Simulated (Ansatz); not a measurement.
Antifluorite Mg2Ge, treated with LC-ωPBE in Ansatz (plane waves, PAW).

Run with plane-wave cutoff 460 eV, 8×8×8 k mesh, Fermi–Dirac smearing 0.01 eV, scalar-relativistic PAW data made under PBE.

Cell (relaxed at this level):

```
CELL_PARAMETERS angstrom
      0.00000     3.15005     3.15005
      3.15005     0.00000     3.15005
      3.15005     3.15005     0.00000
ATOMIC_POSITIONS crystal
  Mg 0.25000 0.25000 0.25000
  Mg 0.75000 0.75000 0.75000
  Ge 0.00000 0.00000 0.00000
```

Problem. Predict the bulk modulus, band gap, smallest direct gap on the k points sampled and pressure derivative B′ of the bulk modulus.

Solution. 
bulk modulus: 64.0 GPa
band gap: 4.05 eV (on the SCF k mesh) (indirect)
smallest direct gap on the k points sampled: 5.98 eV
pressure derivative B′ of the bulk modulus: 3.8

Measured, for comparison: band gap 0.74 eV (temperature not stated, no zero-point or thermal correction, indirect, Γ–X; as tabulated in Ryu et al. (2019), arXiv:1905.06140).

Spin–orbit coupling is not included.

Static lattice: no zero-point or thermal effects.

Computing time: very roughly 30 core-minutes.

Ansatz is a program for electronic structure.
